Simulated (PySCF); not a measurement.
Isomers of [C5H6F]+ (charge +1), one GFN2-xTB conformer each. Single-point energies are computed at PBE0/pcSseg-1 (PySCF, gas phase, no added dispersion term), electronic only.

```
       SMILES  GFN2-xTB relative energy (kJ/mol)
  CCc1c[c+]1F                               72.0
Cc1c(C)[c+]1F                                0.0
```

Conformers: `[CH3:1][CH2:2][c:3]1[cH:4][c+:5]1[F:6]` (charge +1) with C1–C2–C3–C4 180°.

Question: What does PBE0/pcSseg-1 give for the same structures?

Answer: 
```json
{"SMILES": "Cc1c(C)[c+]1F", "PBE0/pcSseg-1 E (Eh)": "-293.27099", "PBE0/pcSseg-1 (kJ/mol)": "0.0", "GFN2-xTB (kJ/mol)": "0.0", "point group": "Cs"}
{"SMILES": "CCc1c[c+]1F", "PBE0/pcSseg-1 E (Eh)": "-293.24615", "PBE0/pcSseg-1 (kJ/mol)": "65.2", "GFN2-xTB (kJ/mol)": "72.0", "point group": "Cs"}
```

Both levels put the same isomer lowest. 

Question: Which frontier levels and rotational constants go with these structures?

Answer: 
```json
{"SMILES": "Cc1c(C)[c+]1F", "HOMO (eV, PBE0/pcSseg-1)": "-15.23", "LUMO (eV)": "-6.65", "A, B, C (MHz)": "3701, 3612, 1869"}
{"SMILES": "CCc1c[c+]1F", "HOMO (eV, PBE0/pcSseg-1)": "-14.82", "LUMO (eV)": "-7.32", "A, B, C (MHz)": "6576, 2480, 1841"}
```
